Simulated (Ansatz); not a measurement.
Computed with Ansatz on PBE0-D4/def2-TZVP structures; ΔE is electronic, products minus reactants. CBS: MP2 limit from def2 TZ/QZ plus the TZ coupled-cluster correction, frozen cores. This one scheme is used for every species, atoms too. DFT in def2-TZVPP. No spin–orbit coupling; open shells (•) take unrestricted orbitals. Spin–orbit coupling would lower the free atoms: a little for C, Cl, F. Each species was taken in one conformer, which may not be the lowest.

Consider the atomization: `C=C(Cl)CF` → 3 C• + Cl• + F• + 4 H•.

| level | ΔE (kcal/mol) |
| --- | --- |
| r2SCAN0-D4 | 836.3 |
| r2SCANh | 844.6 |
| HF/def2-TZVPP | 613.0 |
| SCS-MP2/def2-TZVPP | 835.2 |

Question: What does CCSD(T)/CBS give? (Best estimate.)

Answer: Computed: +846.5 kcal/mol. The listed levels differ from it by -10.2, -1.9, -233.5, -11.3 kcal/mol.

Largest T1 diagnostic among the species: 0.011.

In def2-TZVPP, CCSD(T) changes the Hartree–Fock value by +211.8 kcal/mol (the triples alone add +15.3 kcal/mol) and MP2 by +233.3 kcal/mol; breaking electron pairs costs correlation energy, which Hartree–Fock lacks. From r2SCAN to r2SCAN0 (25 % exact exchange), in def2-TZVPP and without D4, ΔE moves by −16.1 kcal/mol: exact exchange takes away binding that semilocal exchange gives to molecules.

For atomizations the MP2-based limit and the directly extrapolated one differ by several kJ/mol either way, and by 10 to 25 for some Ge, Se and Sn compounds, so smaller differences from it don't rank the levels.
